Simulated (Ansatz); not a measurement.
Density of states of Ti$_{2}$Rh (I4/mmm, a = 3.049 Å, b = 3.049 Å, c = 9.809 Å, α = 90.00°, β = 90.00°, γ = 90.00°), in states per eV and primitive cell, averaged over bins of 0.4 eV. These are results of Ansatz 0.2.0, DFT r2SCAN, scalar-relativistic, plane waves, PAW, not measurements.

Settings: cutoff 500 eV, Γ-centred mesh 20×20×20 on the computed 3-atom cell, Gaussian smearing of 0.10 eV; no spin polarisation.

The cell is relaxed at this level. The states (both spins) are summed by tetrahedra on a 30×30×30 mesh at the self-consistent density. Energies are bin centres; the table starts no lower than −8 eV and ends at 6 eV, or lower where the solved bands end.

It is a metal at this level.

| E − E_F (eV) | total | Ti 3d | Rh 4d | Ti 4s | Rh 5s |
| --- | --- | --- | --- | --- | --- |
| -7.15 | 0.07 | 0.00 | 0.00 | 0.04 | 0.02 |
| -6.75 | 0.17 | 0.00 | 0.00 | 0.10 | 0.05 |
| -6.35 | 0.25 | 0.00 | 0.01 | 0.14 | 0.07 |
| -5.95 | 0.36 | 0.01 | 0.02 | 0.18 | 0.12 |
| -5.55 | 0.44 | 0.02 | 0.05 | 0.20 | 0.14 |
| -5.15 | 0.66 | 0.06 | 0.17 | 0.21 | 0.18 |
| -4.75 | 3.38 | 0.51 | 1.96 | 0.56 | 0.26 |
| -4.35 | 3.74 | 0.59 | 2.48 | 0.45 | 0.16 |
| -3.95 | 4.42 | 0.80 | 3.14 | 0.28 | 0.12 |
| -3.55 | 5.18 | 1.05 | 3.55 | 0.24 | 0.24 |
| -3.15 | 3.79 | 0.65 | 2.89 | 0.10 | 0.09 |
| -2.75 | 3.84 | 0.68 | 2.92 | 0.14 | 0.06 |
| -2.35 | 2.13 | 0.45 | 1.38 | 0.21 | 0.04 |
| -1.95 | 1.85 | 0.67 | 0.75 | 0.32 | 0.04 |
| -1.55 | 1.90 | 1.14 | 0.29 | 0.32 | 0.04 |
| -1.15 | 2.14 | 1.52 | 0.26 | 0.19 | 0.03 |
| -0.75 | 5.41 | 4.26 | 0.57 | 0.18 | 0.11 |
| -0.35 | 2.29 | 1.60 | 0.25 | 0.13 | 0.10 |
| 0.05 | 1.25 | 0.82 | 0.20 | 0.05 | 0.04 |
| 0.45 | 2.08 | 1.14 | 0.63 | 0.07 | 0.12 |
| 0.85 | 3.22 | 2.40 | 0.50 | 0.08 | 0.08 |
| 1.25 | 7.41 | 5.85 | 0.94 | 0.13 | 0.14 |
| 1.65 | 4.24 | 3.57 | 0.44 | 0.07 | 0.05 |
| 2.05 | 4.47 | 3.83 | 0.40 | 0.06 | 0.03 |
| 2.45 | 2.54 | 2.26 | 0.18 | 0.03 | 0.01 |

The columns after the total are the main Löwdin projections on the occupied valence shells of the potentials; 2 others are left out. The rest of the total lies in those, in shells that are empty in the free atom, which aren't projected, and between the atoms.

Whether Ti2Rh exists in this form wasn't checked.

Cost: 1 run of about 5.9 core-minutes, on Arm Neoverse V1 (shared hosts).